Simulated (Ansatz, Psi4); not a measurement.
**CH3NO (SMILES NC=O): from total energies to a heat of formation**

CH3NO: 6 atoms, total charge 0, spin state singlet. SMILES: `NC=O`. The coordinates come from a PBE0-D4/def2-TZVP relaxation. This is one conformer, not always the lowest.

Total energies at HSE06/def2-TZVP (Psi4 1.11); the atoms run unrestricted:

```
species    state  energy (Eh)
  CH3NO  singlet  -169.792590
      N  quartet   -54.549552
      C  triplet   -37.809875
      O  triplet   -75.026407
      H  doublet    -0.501229
```

Harmonic wavenumbers at PBE0-D4/def2-TZVP, in cm⁻¹: 243, 570, 650, 1050, 1063, 1287, 1420, 1620, 1832, 2957, 3611, 3752.

Measured heats of formation of the gaseous atoms at 298.15 K, in kJ/mol: N 472.4, C 716.9, O 249.2, H 218.0. Spin-orbit lowering of the atoms at 298 K (mean of the ground term's levels less their thermal mean, from spectra), in kJ/mol: C 0.02, O 0.40. Take 1 Eh = 2625.50 kJ/mol, 1 cm⁻¹ = 0.0119627 kJ/mol, RT = 2.479 kJ/mol.

Problem. Work out the heat of formation of the gas at 298 K.

Solution. 
1. Electronic atomisation energy: (-54.549552) + (-37.809875) + (-75.026407) + 3 × (-0.501229) − (-169.792590) = 0.903069 Eh = 2371.0 kJ/mol.
2. Zero-point energy: half the sum of the wavenumbers, 10027.5 cm⁻¹ = 120.0 kJ/mol.
3. Thermal vibrational enthalpy, Σ hcν̃/(exp(hcν̃/kT) − 1): 2.3 kJ/mol. Translation, rotation and pV of a non-linear molecule: 4 RT = 9.9 kJ/mol.
4. The 6 free atoms carry 5/2 RT each: 37.2 kJ/mol.
5. Spin-orbit coupling lowers the free atoms by 0.02 + 0.40 = 0.4 kJ/mol.
6. Atomisation enthalpy at 298 K: 2371.0 − 0.4 − 120.0 − 2.3 − 9.9 + 37.2 = 2275.6 kJ/mol.
7. Sum of the atoms' heats of formation: 2092.5 kJ/mol. Heat of formation: 2092.5 − 2275.6 = -183.1 kJ/mol.

The tabulated value is -193.9 kJ/mol (CRC Handbook of Chemistry and Physics), so this level is off by +10.8 kJ/mol, or 0.5 % of the atomisation enthalpy that the table implies (2286.4 kJ/mol). Anharmonicity and any spin-orbit splitting of the molecule are left out.
